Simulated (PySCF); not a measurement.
Species: silylphosphane, H₅PSi.
SMILES with atom numbers: `[SiH3:1][PH2:2]` (hydrogens: H3, H4, H5 on Si1; H6, H7 on P2)

Structure optimised with GFN2-xTB, isolated species.

(1) Give the optimised bond lengths and angles.

## Answers

(1) 
| bond | length (Å) | order |
| --- | --- | --- |
| Si1–P2 | 2.235 | single |
| Si1–H3, Si1–H4, Si1–H5 | 1.463 | single |
| P2–H6, P2–H7 | 1.383 | single |

Bonds in one row agree within 0.01 Å and their mean is given. Orders are formal, as drawn. A selection of angles:
| angle | degrees |
| --- | --- |
| P2–Si1–H3 | 106.9 |
| P2–Si1–H4 | 113.3 |
| H3–Si1–H4 | 109.4 |
| H3–Si1–H5 | 111.0 |
| Si1–P2–H6 | 95.8 |
| H6–P2–H7 | 92.5 |

P2 (three-coordinate phosphorus) is pyramidal (angles 95.8°, 95.6° and 92.5°, sum 283.9°, 0.83 Å off the plane of its three neighbours). Si1 (SiH3 silicon) is distorted tetrahedral (angles from 106.6° to 113.3°).

Point group: Cs (tolerance 0.08 Å). Whether it is a minimum is left open (no frequencies).

The numbers are calculated, not measured.
